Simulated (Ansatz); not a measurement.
RbCrP₂: from a trial structure to a relaxed crystal

Computed with DFT PBE, scalar-relativistic, plane waves, PAW in Ansatz. Cutoff 420 eV, Γ-centred k mesh, Gaussian smearing, collinear spin, first started from parallel moments.

RbCrP₂ was placed on the layered alpha-NaFeO2 structure type (R-3m, No. 166), with Rb in place of Na, Cr in place of Fe, P in place of O, at a guessed volume.

```yaml
crystal:
  lattice:
    - [1.91457, 1.10538, 6.73722]
    - [-1.91457, 1.10538, 6.73722]
    - [0.00000, -2.21075, 6.73722]
  atoms:
    - { symbol: Rb, position: [0.00000, 0.00000, 0.00000] }
    - { symbol: Cr, position: [0.50000, 0.50000, 0.50000] }
    - { symbol: P, position: [0.22200, 0.22200, 0.22200] }
    - { symbol: P, position: [0.77800, 0.77800, 0.77800] }
```

Cell and atoms relax at zero pressure; the relaxation can't lower the symmetry of the start. After a coarse first stage the cell is made exact in the group found at 0.06 Å.

Energies over the elements count from the elements' standard structures at the same level, with no empirical corrections.

Q: What does it relax into?

A: It keeps R-3m (No. 166). The result still has the layered alpha-NaFeO2 structure. Conventional cell: a = 3.809 Å, c = 21.221 Å. Rb is coordinated by 6 P at 3.37 Å and 6 Rb at 3.81 Å (next Cr at 4.16 Å); Cr has 6 P at 2.41 Å; P is coordinated by 3 Cr at 2.41 Å.

```cif
data_structure
_symmetry_space_group_name_H-M 'R-3m:H'
_symmetry_Int_Tables_number 166
_cell_length_a 3.8086
_cell_length_b 3.8086
_cell_length_c 21.2213
_cell_angle_alpha 90.000
_cell_angle_beta 90.000
_cell_angle_gamma 120.000
_cell_volume 266.58
loop_
_atom_site_label
_atom_site_type_symbol
_atom_site_symmetry_multiplicity
_atom_site_Wyckoff_symbol
_atom_site_fract_x
_atom_site_fract_y
_atom_site_fract_z
_atom_site_occupancy
Rb1 Rb 3 a 0.00000 0.00000 0.00000 1
Cr1 Cr 3 b 0.66667 0.33333 0.83333 1
P1 P 6 c 0.33333 0.66667 0.87987 1
```

Q: What are its volume, energy, gap and moment?

A: The volume per atom is 22.21 Å³, the density is 3.73 g/cm³ and the energy over the elements is -0.13 eV/atom. The gap on the 12×12×12 mesh is 0 eV (a metal) and the net moment per atom is 0.55 μB. The largest site moment is 2.17 μB.

The final run used a 12×12×12 mesh on its 4-atom cell and 0.10 eV smearing. The k mesh leaves about 4 meV/atom of noise in metals. Symmetry constrained the relaxation, so the result can be a saddle point.

Cost: 3 runs of about 6.3 core-minutes in all, on Intel Xeon Platinum 8259CL (Skylake/Cascade Lake) (shared hosts).